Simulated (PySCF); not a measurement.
Gas-phase reaction: Al(CH3)2NH2 + 2 H2O + C2H6 → AlH3.NH3 + 2 C2H5OH

Computed with PySCF and rigid-rotor harmonic-oscillator thermochemistry at 1 bar. S°(298 K) at PBE0/def2-TZVP differs from the NASA 1993 table for C2H5OH (-11 J/mol/K); whether the harmonic model or the table's entry is off was not settled. † marks an energy on the PBE0/def2-TZVP geometry and frequencies; other levels use their own. MP2 freezes the core. 6-31G* has spherical d functions here. All species are closed-shell singlets. B3LYP is the form with VWN-RPA correlation. No R ln 2 is added for the mirror-image form of C2H5OH. Adducts (AlH3.NH3) have no counterpoise correction, and HF, PBE, BLYP, B3LYP and PBE0 lack dispersion. Methyl groups turn as free rotors in Al(CH3)2NH2. Al(CH3)2NH2, AlH3.NH3: computed as isolated molecules; such fragments, hydroxides, amides, oligomers or adducts are transient or little studied in the gas. MP2 isn't extrapolated to the basis-set limit; its ΔH°(298 K) is 146.4 kJ in def2-SVP and 210.7 kJ in def2-TZVPP. The harmonic model lacks anharmonicity and excited electronic states, which grow with temperature; levels with a mode under 35 cm⁻¹ are left out. Internal rotation in C2H6, C2H5OH is treated as a harmonic vibration of one conformer, which makes the entropy rough.

```csv
level,"ΔE electronic, kJ","ΔH°(298 K), kJ","ΔS°(298 K), J/K","ΔG°(1400 K), kJ"
B3LYP/6-31G*,101,105,-142,302
B3LYP/def2-TZVP†,180,184,-141,379
BLYP/def2-TZVP†,187,190,-141,386
HF/6-31G*,102,108,-140,306
HF/def2-TZVP†,156,159,-141,354
MP2/def2-TZVPP†,208,211,-141,406
PBE/def2-TZVP†,174,178,-141,373
PBE0/def2-QZVP†,188,191,-141,387
PBE0/def2-SVP†,119,123,-141,318
PBE0/def2-TZVP,171,174,-141,370
ωB97X-V/def2-TZVP†,159,163,-141,358
```
ΔH° is lowest at B3LYP/6-31G* and highest at MP2/def2-TZVPP†. No reference value is set beside these.
